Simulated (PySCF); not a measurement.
C: ionisation energy

C [He] 2s2 2p2 [2p1/2^2, M_J = 0] → C⁺ [He] 2s2 2p1 [2p1/2^1, M_J = 1/2], as a difference of total energies. All numbers are calculated (PySCF 2.14, the two-component X2C-1e Hamiltonian, in an uncontracted even-tempered set (20 s from 0.019 bohr⁻², ratio 2.4; 13 p from 0.025 bohr⁻², ratio 2.4; 6 d from 0.48 bohr⁻², ratio 2.6; 5 f from 0.71 bohr⁻², ratio 2.6)). Correlated levels: nothing frozen; the 30 highest virtual spinors dropped. "Screened" scales the spin-orbit matrix elements by Boettger's factors to mimic the two-electron term; Breit and QED terms are absent.

```
                    method  ionisation energy (eV)
           GHF (spin-free)                  10.691
          GMP2 (spin-free)                  11.257
 GHF (screened spin-orbit)                  10.688
GMP2 (screened spin-orbit)                  11.254
```

Task: How much does correlation contribute at GMP2 (screened spin-orbit)?

Result: 11.254 − (10.688) = 0.566 eV, measured against GHF (screened spin-orbit).

The labels give the starting determinants; with spin-orbit coupling the two ends relaxed to ⟨J²⟩ = 2.00, ⟨L²⟩ = 2.00, ⟨S²⟩ = 2.01 and ⟨J²⟩ = 1.06, ⟨L²⟩ = 2.02, ⟨S²⟩ = 0.76.

The determinant of C and of C⁺ mixes levels of different J (the jj label is only the starting occupation), so the difference between spin-free and spin-orbit rows is not the physical spin-orbit shift.

For comparison: 11.260 eV (measured; NIST Atomic Spectra Database, ionization energies).
